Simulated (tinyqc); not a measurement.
Worked calculation: CCD on RHF in the sto-6g basis, frozen core, for H2F+, spin multiplicity 1. One step of it, computed by the program tinyqc.

Problem. CCD: starting amplitudes. t_ij^ab = <ij||ab> / (e_i + e_j - e_a - e_b), whose energy is MP2.

orbital energies (hartree): [-27.002539, -2.141157, -1.266211, -1.138905, -1.090388, 0.040554, 0.199194]

Two-electron integrals over orbitals (pq|rs), unique and non-zero (hartree); the lowest 1 orbital is frozen and left out:
```
(22|22) 0.869925    (32|22) 0.002431    (32|32) 0.163264    (33|22) 0.777085
(33|32) -0.002077   (33|33) 0.763142    (42|22) 0.017796    (42|32) -0.000025
(42|33) -0.004939   (42|42) 0.154331    (43|22) 0.001499    (43|32) 0.001387
(43|33) 0.002029    (43|42) -0.002596   (43|43) 0.049136    (44|22) 0.816724
(44|32) -0.002359   (44|33) 0.732255    (44|42) -0.095679   (44|43) 0.003261
(44|44) 0.919658    (52|52) 0.179475    (53|52) -0.001810   (53|53) 0.039655
(54|52) -0.039348   (54|53) 0.000728    (54|54) 0.058047    (55|22) 0.881019
(55|32) -0.001639   (55|33) 0.762906    (55|42) -0.050075   (55|43) 0.002799
(55|44) 0.845840    (55|55) 0.998085    (62|22) -0.159490   (62|32) 0.004584
(62|33) -0.101708   (62|42) -0.036152   (62|43) -0.001948   (62|44) -0.111815
(62|55) -0.162961   (62|62) 0.086807    (63|22) 0.014461    (63|32) 0.022519
(63|33) 0.012383    (63|42) -0.004362   (63|43) 0.014909    (63|44) 0.013161
(63|55) 0.016149    (63|62) -0.007115   (63|63) 0.061645    (64|22) -0.124809
(64|32) -0.004364   (64|33) -0.077669   (64|42) 0.010785    (64|43) -0.000862
(64|44) -0.137972   (64|55) -0.130249   (64|62) 0.060597    (64|63) -0.009258
(64|64) 0.065333    (65|52) -0.056397   (65|53) 0.002279    (65|54) -0.003988
(65|65) 0.029288    (66|22) 0.607101    (66|32) -0.013273   (66|33) 0.578419
(66|42) 0.071891    (66|43) -0.006840   (66|44) 0.555281    (66|55) 0.574070
(66|62) -0.066067   (66|63) -0.009049   (66|64) -0.030023   (66|66) 0.567572
(72|22) -0.014785   (72|32) -0.055971   (72|33) -0.007273   (72|42) -0.000651
(72|43) 0.027832    (72|44) -0.011742   (72|55) -0.014832   (72|62) 0.003648
(72|63) 0.029753    (72|64) 0.005568    (72|66) -0.007158   (72|72) 0.053745
(73|22) -0.187656   (73|32) 0.004977    (73|33) -0.158196   (73|42) 0.063481
(73|43) -0.000883   (73|44) -0.197695   (73|55) -0.218581   (73|62) 0.075062
(73|63) -0.006156   (73|64) 0.075991    (73|66) -0.023762   (73|72) 0.008978
(73|73) 0.156234    (74|22) -0.003873   (74|32) 0.063062    (74|33) -0.003484
(74|42) -0.002010   (74|43) -0.012586   (74|44) -0.004960   (74|55) -0.004528
(74|62) 0.004256    (74|63) 0.036368    (74|64) -0.001322   (74|66) -0.010724
(74|72) -0.011188   (74|73) 0.006021    (74|74) 0.051237    (75|52) -0.004984
(75|53) -0.024948   (75|54) 0.000378    (75|65) 0.000990    (75|75) 0.019610
(76|22) 0.001921    (76|32) 0.098009    (76|33) -0.002519   (76|42) 0.003024
(76|43) 0.039737    (76|44) -0.003602   (76|55) -0.000695   (76|62) -0.001847
(76|63) 0.071654    (76|64) -0.006965   (76|66) -0.021700   (76|72) 0.010947
(76|73) 0.008324    (76|74) 0.058583    (76|76) 0.148825    (77|22) 0.634089
(77|32) 0.015825    (77|33) 0.636282    (77|42) 0.011490    (77|43) 0.005511
(77|44) 0.608513    (77|55) 0.616548    (77|62) -0.052476   (77|63) 0.015596
(77|64) -0.028478   (77|66) 0.554360    (77|72) -0.003567   (77|73) -0.065390
(77|74) 0.008411    (77|76) 0.019702    (77|77) 0.601667
```

Give: Starting amplitudes; correlation energy.

Solution.

Starting amplitudes (spin orbitals 1a, 1b, ...; amplitudes related by a flip of all spins are not repeated; the 24 largest):
```
from      to        t
3a 3b  7a 7b  -0.0533
3a 4b  6b 7a   0.0287
4a 4b  6a 6b  -0.0277
3a 3b  6a 6b  -0.0236
2a 3b  6a 7b  -0.0206
2a 2b  6a 6b  -0.0199
4a 4b  7a 7b  -0.0191
2a 4b  6a 6b  -0.0180
3a 4a  6a 7a   0.0150
3a 4b  6a 7b  -0.0138
5a 5b  6a 6b  -0.0129
2a 3a  6a 7a  -0.0124
2a 2b  7a 7b  -0.0115
2a 3b  6b 7a   0.0082
5a 5b  7a 7b  -0.0076
3a 4b  6a 6b   0.0037
2a 4b  7a 7b   0.0030
2a 3b  7a 7b  -0.0024
3a 3b  6a 7b   0.0022
3a 4b  7a 7b  -0.0021
2a 3b  6a 6b   0.0020
2a 4b  6b 7a   0.0016
2a 4b  6a 7b  -0.0012
2a 2b  6a 7b  -0.0008
```

correlation energy = -0.029184 hartree
